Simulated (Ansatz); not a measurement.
Two isomers of C3H4S: A = `C#CCS`, B = `SC1=CC1`.

Computed with Ansatz on PBE0-D4/def2-TZVP structures; ΔE is electronic, products minus reactants. CCSD(T)/CBS adds triple-zeta CCSD(T) − MP2 to the extrapolated MP2 energy (def2 sets, frozen cores). DFT in def2-TZVPP. B3LYP here is the variant with VWN-RPA as its local correlation; programs differ in this. One conformer a species, not always the lowest.

Problem. Which is lower in electronic energy at CCSD(T)/CBS, and by how much? (An estimate is asked.)

Solution. Computed: A, by 60.3 kJ/mol.

Problem. Give E(B) − E(A) in kJ/mol with B3LYP, BLYP-D4, LDA (SPW92), CCSD/def2-TZVPP, r2SCAN-D4, B3LYP-D4, B2PLYP. (Estimate.)

Solution. The calculation gave: B3LYP 54.2, BLYP-D4 54.0, LDA (SPW92) 16.5, CCSD/def2-TZVPP 62.7, r2SCAN-D4 36.5, B3LYP-D4 53.4, B2PLYP 59.0. None reverses the order clearly.

Problem. Does the order hold for the free energy at 298.15 K (harmonic terms from PBE0-D4)? (An estimate is asked.)

Solution. Computed: Yes: G(B) − G(A) = +63.1 kJ/mol, for one conformer each.

Largest T1 diagnostic: 0.011.

From BLYP to BHLYP (50 % exact exchange), in def2-TZVPP and without D4, E(B) − E(A) moves by +3.5 kJ/mol. Leaving LDA and LC-ωPBE aside and taking each functional with its dispersion term where it has one, the values, not all of them listed here, spread over 29.8 kJ/mol, from PBE-D4 to B2PLYP. LDA lies −13.2 kJ/mol from PBE without D4.
